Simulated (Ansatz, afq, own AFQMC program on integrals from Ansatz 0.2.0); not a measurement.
## C₃H₅, doublet in def2-TZVP, levels against AFQMC with the constraint released

```yaml
atoms:
  - { symbol: C, position_ang: [-0.9221, 1.2801, -0.2397] }
  - { symbol: C, position_ang: [-0.4073, 0.0770, -0.3581] }
  - { symbol: C, position_ang: [0.4834, -0.6992, -1.2209] }
  - { symbol: H, position_ang: [-0.6905, 2.0791, -0.9640] }
  - { symbol: H, position_ang: [-1.5998, 1.5483, 0.5790] }
  - { symbol: H, position_ang: [-0.0356, -1.5714, -1.6509] }
  - { symbol: H, position_ang: [0.8661, -0.0860, -2.0601] }
  - { symbol: H, position_ang: [1.3519, -1.0814, -0.6602] }
```

Basis def2-TZVP. Only valence electrons are correlated. AFQMC by an in-house program on the Cholesky factors that Ansatz 0.2.0 writes for its CCSD(T) run. ph-AFQMC/CISD is guided by a CISD state made of CCSD amplitudes; releasing the constraint for a short imaginary time cuts its bias at the price of noise, slowly where states lie close. Error bars are statistical, one sigma.

Determinant: ROHF, the one that the program's search chose, which needn't be the lowest solution. The geometry is a PBE0/def2-SVP stationary point of this or a neighbouring charge and spin state.

No full CI on the walks' own integrals is used here. The released AFQMC energy serves as the reference, which it does only where one determinant dominates, the energy is flat over the last release times and near the phaseless one (40 meV or 2 meV an electron, half that with transition metals). On small molecules, where full CI could be run and the noise was under 10 meV, such values lay within 10 meV of it in 19 cases of 20, a flattering rate, since the rule was set on those same cases; what remains of the bias isn't in the error bar.

Cautions: a spin-contaminated unrestricted determinant lies lower (UHF 208 meV lower, ⟨S²⟩ 0.93); the released value is read at 0.99 1/Eh with a noise of 10 meV, more than in the cases checked, later times being too noisy (meV from the phaseless value at times in 1/Eh: 0 ± 12 at 0.24, -6 ± 11 at 0.51, -3 ± 10 at 0.99, -21 ± 21 at 1.50).

- T1 diagnostic: 0.0191
- weight of the determinant in the CISD state: 0.829
- size of the correlated space: 17 electrons in 120 orbitals

```csv
level,correlation energy (eV)
MP2,-12.5502
CCSD,-13.5757
CCSD(T),-14.1423
```

Question: Estimate where phaseless AFQMC with a CISD trial lies against CCSD(T) on the same integrals.

Answer: 5.5 ± 1.0 kJ/mol below CCSD(T).

Reference: AFQMC with the constraint released, correlation energy -14.203 ± 0.010 eV.

```tsv
level	E − E(reference) (kJ/mol)	share of correlation (%)
CCSD(T)	5.8 ± 1.0	99.57
ph-AFQMC/CISD	0.3 ± 1.4	99.98
```

Released energies are given only where the last usable release times agree within the noise; a slower fall can still hide under it.
